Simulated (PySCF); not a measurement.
# H2S: the cost of one run

Computed with PySCF 2.14.0, with density-fitted response routines of our own, on a single molecule in the gas phase. Atoms are numbered from 0 throughout.

**1. Starting geometry**

3 atoms, charge 0, multiplicity 1; geometry from: MMFF94s. The atoms were then displaced at random by about 0.03 Å, so the start is not that level's minimum.

Bonds of the start (Å): S0–H1 1.35, S0–H2 1.20.

**2. Optimising the geometry at PBE0-D3(BJ)/def2-SVP**

Job settings and geometry (Å):

```
{"job": {"xc": "PBE0", "basis": "def2-SVP", "d3": "d3bj", "grid": 1, "shake": 0.03, "kind": "geom"}, "charge": 0, "multiplicity": 1}
S      0.025150     0.535520     0.012540
H     -0.973070    -0.377070    -0.006470
H      0.931510    -0.255660    -0.025960
```

Launch:

```console
$ OMP_NUM_THREADS=1 python probes_run.py task.json out
```

This one command runs all jobs of the session in turn.

**Question.** How long does this first job take on 1 thread of Arm Neoverse V1, shared host, and how much memory does it need?

About 1.4 s, with a peak of 0.23 GiB.
